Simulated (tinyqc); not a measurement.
Inside a calculation. Method: ROHF in the sto-3g basis, for CH3, spin multiplicity 2. One step of it, computed by the program tinyqc.

Task: Iteration 2: DIIS coefficients. Solve [B -1; -1 0][c; lambda] = [0; -1] for the coefficients, which sum to one.

B (overlaps of the stored error matrices):
```
,1,2
1,5.2936368e+00,-1.1355264e+00
2,-1.1355264e+00,2.9493728e-01
```

Give: DIIS coefficients.

Result:

DIIS coefficients: 0.1820  0.8180
